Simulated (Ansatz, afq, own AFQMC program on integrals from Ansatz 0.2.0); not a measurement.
# AFQMC, coupled cluster and functionals along a coordinate of RuH, sextet

```xyz
2

Ru    0.0000    0.0000    0.0000
H     0.0000    0.0000    1.7532
```

The Ru1–H2 distance is changed with both sides rigid. Energies in eV count from this geometry (1.753 Å) at the same level; the start stands on UHF, each point on the determinant named.

Basis def2-TZVP with its core potentials. Only valence electrons are correlated. Integrals, coupled cluster, full CI and functionals: Ansatz 0.2.0; the random walks run on the same integrals in our own AFQMC program. The CISD trial takes its coefficients from CCSD amplitudes. Released means that phaseless walkers are propagated on without the constraint, phases kept. Uncertainties: one standard error, sampling alone. No spin–orbit coupling. The metal's outer-core s and p shells are frozen, which shifts wave-function levels against functionals.

Cautions, each for one point or more: CCSDT(Q) on the ROHF determinant differs, by its state or its frozen core; higher spins were not checked; lower spins were not checked; no spin-orbit coupling; outer-core shells of the metal frozen; raised T1 diagnostic; the search met a lower determinant of the same kind, perhaps of another symmetry, and this one is a saddle point; unrestricted determinant spin contaminated.

```csv
r(Ru1–H2) / Å,det.,T1,weight,⟨S²⟩,r2SCAN,CCSD,CCSD(T)
1.426,UHF,0.020,0.93,8.76,0.839,0.830,0.824
2.173,UHF,0.042,0.90,8.76,0.424,0.530,0.524
2.753,UHF¶,0.048,0.88,8.86,–,1.420,1.401
3.797,UHF,0.011,0.95,8.75,1.425,1.465,1.467
```

Task: Estimate the curve of CCSDT(Q), counted from the same start.

Result: 
| r(Ru1–H2) / Å | det. | T1 | weight | ⟨S²⟩ | CCSDT(Q) | ph-AFQMC/CISD | released AFQMC |
| --- | --- | --- | --- | --- | --- | --- | --- |
| 1.426 | UHF | 0.020 | 0.93 | 8.76 | 0.822 | 0.815 ± 0.009 | 0.837 ± 0.013* |
| 2.173 | UHF | 0.042 | 0.90 | 8.76 | 0.520 | 0.529 ± 0.009 | – |
| 2.753 | UHF¶ | 0.048 | 0.88 | 8.86 | 1.389 | 1.426 ± 0.010 | 1.405 ± 0.016* |
| 3.797 | UHF | 0.011 | 0.95 | 8.75 | 1.473 | 1.456 ± 0.009 | – |

Weight is that of the determinant in the CISD state; at the start T1 is 0.029 and the weight 0.92, and ⟨S²⟩ is 8.76. ¶ marks points with a poor determinant and no full CI, where no value is sure; they don't count among the departures. An asterisk marks released energies that aren't shown to be converged. A dash marks a missing value, a released energy that hasn't settled or a functional that sits on another state. Largest departures from CCSDT(Q), at the points where its series has closed: CCSD(T) -0.006 eV at 3.797 (on UHF), ph-AFQMC/CISD -0.017 eV at 3.797 (on UHF), r2SCAN -0.096 eV at 2.173, CCSD 0.011 eV at 2.173 (on UHF). Functionals count only at points shown to share the start's state and spin. In total energy ph-AFQMC/CISD lies 24 ± 7 meV above CCSDT(Q) at the start, so its agreement along the curve rests in part on cancellation.

CCSDT and higher add their correlation energy to the determinant of the CCSD(T) run, since their own runs factorise the integrals more tightly (a shift of under 2 meV). A walk keeps the symmetry of its determinant, which the program's search chose and which needn't be the lowest solution, so a lower state of the same spin and another symmetry isn't excluded.
